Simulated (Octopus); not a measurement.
**USVWN5 (scalar, in the pseudopotentials, pseudodojo_pbe potentials, pseudopotentials pseudodojo_pbe, grid spacing 0.150022 angstrom) run of triplet BHF2**

Wanted: energy and forces of triplet BHF2. 

The results are computed with Octopus 16.4.

3 further runs of the same task are left out: 1 that didn't finish, 2 set aside as unsound or not needed.

### 1 The structure to begin with

The species is BHF2 (4 atoms), meant as a triplet with charge 0. SMILES of the parent species: `FBF`. The shape is that of a PBE0-D4/def2-TZVP optimisation. That shape belongs to the parent species and isn't relaxed for this state.

Bond lengths: F1–B2 1.313 Å, B2–F3 1.313 Å, B2–H4 1.191 Å. Angles: F1–B2–F3 118.1°, F1–B2–H4 121.0°, F3–B2–H4 121.0°.

### 2 Energy and forces at USVWN5 (scalar, in the pseudopotentials, pseudodojo_pbe potentials, pseudopotentials pseudodojo_pbe, grid spacing 0.150022 angstrom)

geometry.xyz

```xyz
4

F      1.154300     0.456900    -0.361900
B     -0.001900    -0.031000     0.025200
F     -1.095400     0.528700    -0.438900
H     -0.057000    -0.954600     0.775600
```

On the command line:

```
$ OMP_NUM_THREADS=1 octopus > gs.log
```

The program printed:

```text
Version                : 16.4
************************** Calculation Mode **************************
Input: [CalculationMode = gs]
Input: [SpinComponents = polarized]
******************************* Space ********************************
Octopus will run in 3 dimension(s).
Octopus will treat the system as periodic in 0 dimension(s).
Input: [AllElectronType = no]
Input: [PseudopotentialSet = pseudodojo_pbe]
Reading Coordinates from geometry.xyz
****************************** Species *******************************
  Species 'F'
    type             : pseudopotential
    file format      : UPF2
    valence charge   : 7.0
    atomic number    :   9
    form on file     : kleinman-bylander
    lmax             : 2
    llocal           : -1
    projectors per l : 2
    total projectors : 6
    application form : kleinman-bylander
    orbitals         :  4
    bound orbitals   :  4
  Species 'B'
    type             : pseudopotential
    file format      : UPF2
    valence charge   : 3.0
    atomic number    :   5
    form on file     : kleinman-bylander
    lmax             : 1
    llocal           : -1
    projectors per l : 2
    total projectors : 4
    application form : kleinman-bylander
    orbitals         :  4
    bound orbitals   :  4
  Species 'H'
    type             : pseudopotential
    file format      : UPF2
    valence charge   : 1.0
    atomic number    :   1
    form on file     : kleinman-bylander
    lmax             : 1
    llocal           : -1
    projectors per l : 2
    total projectors : 4
    application form : kleinman-bylander
    orbitals         :  1
    bound orbitals   :  1
***************************** Symmetries *****************************
Symmetry elements : (sigma)
Symmetry group    : Cs
Input: [CurvMethod = curv_affine]
Input: [DerivativesStencil = stencil_star]
Input: [SymmetrizeDensity = no]
******************************* States *******************************
Total electronic charge  =       18.000
Number of states         =       10
States block-size        =        4
************************** Parallelization ***************************
Info: Octopus will run in *serial*
******************************** Grid ********************************
Simulation Box:
  Type = minimum
  Radius  [A] =   5.000
Main mesh:
  Spacing [A] = ( 0.150, 0.150, 0.150)    volume/point [A^3] =      0.00338
  # inner mesh =     236989
  # total mesh =     306770
  Grid Cutoff [eV] =  1670.760704    Grid Cutoff [Ry] =   122.798658
Input: [StatesPack = yes]
** Warning:
**   The XCFunctional that you selected does not match the one used
**   to generate the pseudopotentials.
Input: [StatesOrthogonalization = cholesky_serial]
**************************** Theory Level ****************************
Input: [TheoryLevel = kohn_sham]
Exchange-correlation:
  Exchange
    Slater exchange (LDA)
  Correlation
    Vosko, Wilk & Nusair (VWN5) (LDA)
****************************** Hartree *******************************
Input: [DressedOrbitals = no]
The chosen Poisson solver is 'interpolating scaling functions'
Input: [FilterPotentials = filter_TS]
Info: Pseudopotential for F
  Radii for localized parts:
    local part     =  1.2 A
    non-local part =  1.2 A
    orbitals       =  3.5 A
Info: Pseudopotential for B
  Radii for localized parts:
    local part     =  1.1 A
    non-local part =  1.0 A
    orbitals       =  5.7 A
Info: Pseudopotential for H
  Radii for localized parts:
    local part     =  1.0 A
    non-local part =  0.8 A
    orbitals       =  4.6 A
Input: [RelativisticCorrection = non_relativistic]
Input: [DFTULevel = dft_u_none]
Input: [MagneticConstrain = 0]
****************** Approximate memory requirements *******************
Mesh
  global  :       2.3 MiB
  local   :       9.4 MiB
  total   :      11.7 MiB
States
  real    :      46.8 MiB (par_kpoints + par_states + par_domains)
  complex :      93.6 MiB (par_kpoints + par_states + par_domains)
Info: Generating external potential
      done.
Input: [InteractionTiming = timing_exact]
Info: Octopus initialization completed.
Info: Starting calculation mode.
Info: Allocating ground state wave-functions
      Block       1 contains       4 states:       1 -       4
      Block       2 contains       4 states:       5 -       8
      Block       3 contains       2 states:       9 -      10
Info: Ground-state allocation done.
**************************** Eigensolver *****************************
Input: [Eigensolver = cg]
Input: [Preconditioner = pre_filter]
Input: [PreconditionerFilterFactor = 0.5000]
Input: [SubspaceDiagonalization = standard]
Input: [MixField = potential] (what to mix during SCF cycles)
Input: [MixingScheme = broyden]
Info: Mixing uses    4 steps and restarts after   20 steps.
Input: [LCAOStart = lcao_states]
Input: [LCAOScaleFactor = 1.000]
Input: [LCAOMaximumOrbitalRadius = 10.58 A]
Info: Double-precision storage for     8 extra orbitals will be allocated.
Input: [GuessMagnetDensity = ferromagnetic]
Info: Unnormalized total charge =     18.008993
Info: Renormalized total charge =     18.000000
Total Magnetic Moment:
 mz =   4.008755
Local Magnetic Moments (sphere radius [A] =   0.596):
 Ion                    mz
   1         F       0.624321
   2         B       0.211867
   3         F       0.622494
   4         H       0.384254
Info: Setting up Hamiltonian.
Info: Performing initial LCAO calculation with     13 orbitals.
Info: Getting Hamiltonian matrix elements.
Eigenvalues [eV]
 #st  Spin   Eigenvalue      Occupation
   1   up   -34.507166       1.000000
   1   dn   -32.874366       1.000000
   2   up   -33.780084       1.000000
   2   dn   -32.130178       1.000000
   3   up   -17.251229       1.000000
   3   dn   -15.636444       1.000000
   4   up   -16.044152       1.000000
   4   dn   -14.427207       1.000000
   5   up   -15.317479       1.000000
   5   dn   -13.617784       1.000000
   6   up   -14.803733       1.000000
   6   dn   -13.320768       1.000000
   7   up   -13.776233       1.000000
   7   dn   -12.190125       1.000000
   8   up   -13.477152       1.000000
   8   dn   -11.870626       1.000000
   9   up   -12.075457       1.000000
   9   dn    -9.374739       0.000000
  10   up    -3.326642       1.000000
  10   dn    -1.912618       0.000000
Info: Ground-state restart information will be written to 'restart/gs'.
Info: SCF using real wavefunctions.
Info: Starting SCF iteration.
*********************** SCF CYCLE ITER #    1 ************************
 etot  = -1.49693134E+03 abs_ev   =  6.13E+00 rel_ev   =  1.88E-02
 ediff =        5.50E+01 abs_dens =  2.89E+00 rel_dens =  1.60E-01
Converged eigenvectors: 0
#  State  Spin  Eigenvalue [eV]  Occupation    Error
      1    up      -34.742050    1.000000   ( 4.5E-02)
      2    up      -34.033871    1.000000   ( 5.8E-02)
      1    dn      -33.090641    1.000000   ( 4.4E-02)
      2    dn      -32.365611    1.000000   ( 5.8E-02)
      3    up      -17.744453    1.000000   ( 8.2E-02)
      4    up      -16.606431    1.000000   ( 8.9E-02)
      3    dn      -16.083776    1.000000   ( 7.8E-02)
      5    up      -15.993397    1.000000   ( 8.5E-02)
      6    up      -15.108909    1.000000   ( 5.0E-02)
      4    dn      -14.987987    1.000000   ( 7.5E-02)
      5    dn      -13.988437    1.000000   ( 6.5E-02)
      7    up      -13.903417    1.000000   ( 3.1E-02)
      8    up      -13.588093    1.000000   ( 3.1E-02)
      6    dn      -13.571737    1.000000   ( 4.8E-02)
      9    up      -12.813431    1.000000   ( 8.0E-02)
      7    dn      -12.316230    1.000000   ( 3.1E-02)
      8    dn      -11.977410    1.000000   ( 3.7E-02)
      9    dn       -9.969485    0.000000   ( 7.8E-02)
     10    up       -3.639124    1.000000   ( 5.0E-02)
     10    dn       -2.171931    0.000000   ( 5.0E-02)
                                                                  ^
Total Magnetic Moment:
 mz =   2.000000
Local Magnetic Moments (sphere radius [A] =   0.596):
 Ion                    mz
   1         F       0.199013
   2         B       0.207928
   3         F       0.198870
   4         H       0.300927
*********************** SCF CYCLE ITER #    2 ************************
 etot  = -1.45466221E+03 abs_ev   =  2.11E+01 rel_ev   =  6.91E-02
 ediff =        1.55E+00 abs_dens =  5.96E-01 rel_dens =  3.31E-02
Converged eigenvectors: 0
#  State  Spin  Eigenvalue [eV]  Occupation    Error
      1    dn      -32.592995    1.000000   ( 8.0E-03)
      1    up      -32.473117    1.000000   ( 8.0E-03)
      2    dn      -31.862631    1.000000   ( 9.1E-03)
      2    up      -31.730694    1.000000   ( 1.1E-02)
      3    up      -16.128858    1.000000   ( 7.2E-02)
      3    dn      -15.651183    1.000000   ( 1.5E-02)
      4    up      -14.650431    1.000000   ( 4.3E-02)
      4    dn      -14.559720    1.000000   ( 1.3E-02)
      5    up      -14.486587    1.000000   ( 2.0E-02)
      5    dn      -13.770662    1.000000   ( 1.3E-02)
      6    up      -13.220063    1.000000   ( 1.2E-02)
      6    dn      -13.032160    1.000000   ( 9.1E-03)
      7    dn      -11.792081    1.000000   ( 6.9E-03)
      7    up      -11.700510    1.000000   ( 9.4E-03)
      8    dn      -11.535799    1.000000   ( 7.9E-03)
      8    up      -11.520294    1.000000   ( 1.5E-02)
      9    up      -11.366826    1.000000   ( 1.1E-02)
      9    dn      -10.157702    0.000000   ( 1.8E-02)
     10    up       -3.374398    1.000000   ( 1.8E-02)
     10    dn       -1.468920    0.000000   ( 2.0E-02)
                                                                 ^
Total Magnetic Moment:
 mz =   2.000000
Local Magnetic Moments (sphere radius [A] =   0.596):
 Ion                    mz
   1         F       0.180719
   2         B       0.215214
   3         F       0.180879
   4         H       0.274802
[eigenvalue tables of the cycles between left out]
*********************** SCF CYCLE ITER #    3 ************************
 etot  = -1.42407472E+03 abs_ev   =  1.10E+01 rel_ev   =  3.72E-02
 ediff =        1.12E+00 abs_dens =  4.38E-01 rel_dens =  2.43E-02
*********************** SCF CYCLE ITER #    4 ************************
 etot  = -1.43250854E+03 abs_ev   =  9.26E-01 rel_ev   =  3.14E-03
 ediff =        3.10E-01 abs_dens =  2.77E-01 rel_dens =  1.54E-02
*********************** SCF CYCLE ITER #    5 ************************
 etot  = -1.42619379E+03 abs_ev   =  2.71E+00 rel_ev   =  9.25E-03
 ediff =        2.32E-01 abs_dens =  8.94E-02 rel_dens =  4.96E-03
*********************** SCF CYCLE ITER #    6 ************************
 etot  = -1.41363643E+03 abs_ev   =  2.43E+00 rel_ev   =  8.36E-03
 ediff =        4.61E-01 abs_dens =  2.17E-01 rel_dens =  1.20E-02
*********************** SCF CYCLE ITER #    7 ************************
 etot  = -1.42076135E+03 abs_ev   =  3.15E+00 rel_ev   =  1.07E-02
 ediff =        2.62E-01 abs_dens =  7.96E-02 rel_dens =  4.42E-03
*********************** SCF CYCLE ITER #    8 ************************
 etot  = -1.42738459E+03 abs_ev   =  1.41E+00 rel_ev   =  4.77E-03
 ediff =        2.43E-01 abs_dens =  1.12E-01 rel_dens =  6.22E-03
*********************** SCF CYCLE ITER #    9 ************************
 etot  = -1.42692109E+03 abs_ev   =  3.06E-01 rel_ev   =  1.04E-03
 ediff =        1.70E-02 abs_dens =  7.71E-03 rel_dens =  4.28E-04
*********************** SCF CYCLE ITER #   10 ************************
 etot  = -1.42651398E+03 abs_ev   =  1.55E-01 rel_ev   =  5.26E-04
 ediff =        1.50E-02 abs_dens =  5.43E-03 rel_dens =  3.02E-04
*********************** SCF CYCLE ITER #   11 ************************
 etot  = -1.42648871E+03 abs_ev   =  1.45E-05 rel_ev   =  4.92E-08
 ediff =        9.29E-04 abs_dens =  1.43E-03 rel_dens =  7.97E-05
*********************** SCF CYCLE ITER #   12 ************************
 etot  = -1.42666582E+03 abs_ev   =  8.27E-02 rel_ev   =  2.81E-04
 ediff =        6.51E-03 abs_dens =  1.84E-03 rel_dens =  1.02E-04
*********************** SCF CYCLE ITER #   13 ************************
 etot  = -1.42660300E+03 abs_ev   =  2.72E-02 rel_ev   =  9.24E-05
 ediff =        2.31E-03 abs_dens =  7.07E-04 rel_dens =  3.93E-05
*********************** SCF CYCLE ITER #   14 ************************
 etot  = -1.42660342E+03 abs_ev   =  8.96E-04 rel_ev   =  3.04E-06
 ediff =        1.53E-05 abs_dens =  1.00E-04 rel_dens =  5.58E-06
*********************** SCF CYCLE ITER #   15 ************************
 etot  = -1.42660857E+03 abs_ev   =  7.19E-04 rel_ev   =  2.44E-06
 ediff =        1.89E-04 abs_dens =  1.48E-04 rel_dens =  8.23E-06
*********************** SCF CYCLE ITER #   16 ************************
 etot  = -1.42660784E+03 abs_ev   =  4.92E-04 rel_ev   =  1.67E-06
 ediff =        2.68E-05 abs_dens =  8.62E-05 rel_dens =  4.79E-06
*********************** SCF CYCLE ITER #   17 ************************
 etot  = -1.42660640E+03 abs_ev   =  4.53E-04 rel_ev   =  1.54E-06
 ediff =        5.27E-05 abs_dens =  4.09E-05 rel_dens =  2.27E-06
*********************** SCF CYCLE ITER #   18 ************************
 etot  = -1.42660657E+03 abs_ev   =  1.04E-04 rel_ev   =  3.52E-07
 ediff =        6.02E-06 abs_dens =  4.09E-05 rel_dens =  2.27E-06
*********************** SCF CYCLE ITER #   19 ************************
 etot  = -1.42660643E+03 abs_ev   =  9.97E-05 rel_ev   =  3.39E-07
 ediff =        5.05E-06 abs_dens =  2.15E-05 rel_dens =  1.20E-06
*********************** SCF CYCLE ITER #   20 ************************
 etot  = -1.42660692E+03 abs_ev   =  1.97E-06 rel_ev   =  6.70E-09
 ediff =        1.79E-05 abs_dens =  2.63E-05 rel_dens =  1.46E-06
*********************** SCF CYCLE ITER #   21 ************************
 etot  = -1.42660669E+03 abs_ev   =  7.23E-05 rel_ev   =  2.46E-07
 ediff =        8.28E-06 abs_dens =  2.07E-05 rel_dens =  1.15E-06
*********************** SCF CYCLE ITER #   22 ************************
 etot  = -1.42660652E+03 abs_ev   =  5.35E-05 rel_ev   =  1.82E-07
 ediff =        6.36E-06 abs_dens =  3.22E-06 rel_dens =  1.79E-07
Converged eigenvectors: 0
#  State  Spin  Eigenvalue [eV]  Occupation    Error
      1    up      -32.133724    1.000000   ( 2.1E-07)
      1    dn      -31.662278    1.000000   ( 3.5E-07)
      2    up      -31.411387    1.000000   ( 1.7E-07)
      2    dn      -30.936461    1.000000   ( 3.1E-07)
      3    up      -15.541691    1.000000   ( 1.5E-07)
      3    dn      -14.735643    1.000000   ( 1.6E-07)
      4    up      -14.171765    1.000000   ( 1.1E-07)
      5    up      -14.148311    1.000000   ( 1.5E-07)
      4    dn      -13.644199    1.000000   ( 2.0E-07)
      5    dn      -13.055662    1.000000   ( 1.3E-07)
      6    up      -12.756143    1.000000   ( 1.8E-07)
      6    dn      -12.185347    1.000000   ( 1.4E-07)
      7    up      -11.356947    1.000000   ( 7.0E-08)
      8    up      -11.277054    1.000000   ( 3.5E-07)
      9    up      -11.195561    1.000000   ( 2.0E-07)
      7    dn      -10.921476    1.000000   ( 4.1E-07)
      8    dn      -10.730219    1.000000   ( 2.9E-07)
      9    dn       -9.636891    0.000000   ( 1.4E-07)
     10    up       -2.559219    1.000000   ( 9.3E-08)
     10    dn       -1.022196    0.000000   ( 9.5E-08)
                                                                  ^
Total Magnetic Moment:
 mz =   2.000000
Local Magnetic Moments (sphere radius [A] =   0.596):
 Ion                    mz
   1         F       0.195408
   2         B       0.173517
   3         F       0.195659
   4         H       0.273690
*********************** SCF CYCLE ITER #   23 ************************
 etot  = -1.42660652E+03 abs_ev   =  7.17E-06 rel_ev   =  2.44E-08
 ediff =        1.41E-08 abs_dens =  1.32E-06 rel_dens =  7.35E-08
Converged eigenvectors: 0
#  State  Spin  Eigenvalue [eV]  Occupation    Error
      1    up      -32.133722    1.000000   ( 2.0E-07)
      1    dn      -31.662279    1.000000   ( 1.4E-07)
      2    up      -31.411385    1.000000   ( 1.4E-07)
      2    dn      -30.936462    1.000000   ( 8.0E-08)
      3    up      -15.541689    1.000000   ( 1.5E-07)
      3    dn      -14.735645    1.000000   ( 1.1E-07)
      4    up      -14.171763    1.000000   ( 9.1E-08)
      5    up      -14.148310    1.000000   ( 1.1E-07)
      4    dn      -13.644200    1.000000   ( 1.1E-07)
      5    dn      -13.055663    1.000000   ( 8.2E-08)
      6    up      -12.756141    1.000000   ( 1.3E-07)
      6    dn      -12.185348    1.000000   ( 8.3E-08)
      7    up      -11.356945    1.000000   ( 7.8E-08)
      8    up      -11.277052    1.000000   ( 2.7E-07)
      9    up      -11.195559    1.000000   ( 1.7E-07)
      7    dn      -10.921478    1.000000   ( 6.5E-08)
      8    dn      -10.730220    1.000000   ( 1.5E-07)
      9    dn       -9.636893    0.000000   ( 1.1E-07)
     10    up       -2.559217    1.000000   ( 8.5E-08)
     10    dn       -1.022197    0.000000   ( 9.6E-08)
                                                                  ^
Total Magnetic Moment:
 mz =   2.000000
Local Magnetic Moments (sphere radius [A] =   0.596):
 Ion                    mz
   1         F       0.195408
   2         B       0.173517
   3         F       0.195659
   4         H       0.273690
Info: SCF converged in   23 iterations
** Warning:
**   Some of the states are not fully converged!
Info: Number of matrix-vector products:       7345
Octopus emitted 2 warnings.
```

Wall time 2.6 min (1 thread of Arm Neoverse N1, shared host); peak memory 0.28 GiB.

### 3 Summary of results

Level: USVWN5 (scalar, in the pseudopotentials, pseudodojo_pbe potentials, pseudopotentials pseudodojo_pbe, grid spacing 0.150022 angstrom).

| quantity | value |
| --- | --- |
| total energy | -52.42682 Eh |
| dipole moment | 0.97 D |
| HOMO energy (highest over α and β) | -2.56 eV |
| largest force on an atom | 2.774 eV/Å |
